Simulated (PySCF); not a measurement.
# A diatomic session: CO

The task here is to estimate one member of a computed series from the others.

Computed with PySCF 2.14.0. Level: C aug-pcseg-1, O aug-pcseg-1, no relativity.

The first run:

A driver script around PySCF takes these settings:

```yaml
atoms: C, O
charge: 0
basis: C aug-pcseg-1, O aug-pcseg-1
Hamiltonian: no relativity
basis_functions: 46
electrons_treated: 14
masses_in_u: 12.0000, 15.9949
levels: PBE0, PBE, r²SCAN, M06-2X, BHandHLYP, BLYP, CAM-B3LYP, HF, MP2, SCS-MP2, CCSD, CCSD(T)
grid: 80 radial by 434 angular points
occupations: held fixed by the projection of orbital angular momentum
dissociation_limit: C + O, each in its ground configuration
starting_distance_in_angstrom: 1.310
values_of_2S_to_try: 0, 2, 4
```

Command:

```console
$ OMP_NUM_THREADS=1 python dia.py task.json out
```

Steps of the session up to this table: The job; The PBE0 curve of the state that the search chose; Other states along the same grid; PBE (GGA); r²SCAN (meta-GGA); M06-2X (hybrid meta-GGA); BHandHLYP (global hybrid GGA); BLYP (GGA); CAM-B3LYP (range-separated hybrid); RHF (mean field); Correlated methods on the Hartree–Fock reference.

One of the session's tables, all rows but one given; the rest of the session is left out.

Energy (eV) from each level's lowest point:

| R (Å) | RHF | RHF-MP2 | RHF-SCS-MP2 | RHF-CCSD | RHF-CCSD(T) |
| --- | --- | --- | --- | --- | --- |
| 0.974 | 1.882 | 2.614 | 2.570 | n/a | n/a |
| 1.019 | 0.739 | 1.258 | 1.225 | 1.153 | 1.225 |
| 1.064 | 0.156 | 0.459 | 0.438 | 0.392 | 0.437 |
| 1.098 | 0.000 | 0.138 | 0.127 | 0.103 | 0.126 |
| 1.132 | 0.030 | 0.000 | 0.000 | 0.000 | 0.000 |
| 1.166 | 0.207 | 0.007 | 0.018 | 0.046 | 0.020 |
| 1.211 | ? | ? | ? | ? | ? |
| 1.268 | 1.332 | 0.609 | 0.657 | 0.783 | 0.667 |
| 1.336 | 2.374 | 1.295 | 1.370 | 1.572 | 1.384 |
| 1.426 | 3.908 | 2.364 | 2.475 | n/a | n/a |

**Question.** Estimate the row for R (Å) = 1.211.

Worked estimate for «RHF». A straight line through the neighbours (1.166, 0.207) and (1.268, 1.332) gives 0.207 + (1.332 − 0.207) × (1.211 − 1.166) / (1.268 − 1.166) = 0.703; a parabola fitted to 4 rows on both sides gives 0.634.

As computed: RHF: 0.618; RHF-MP2: 0.188; RHF-SCS-MP2: 0.215; RHF-CCSD: 0.283; RHF-CCSD(T): 0.220. In «RHF» the line misses by +0.085 and the parabola by +0.016.
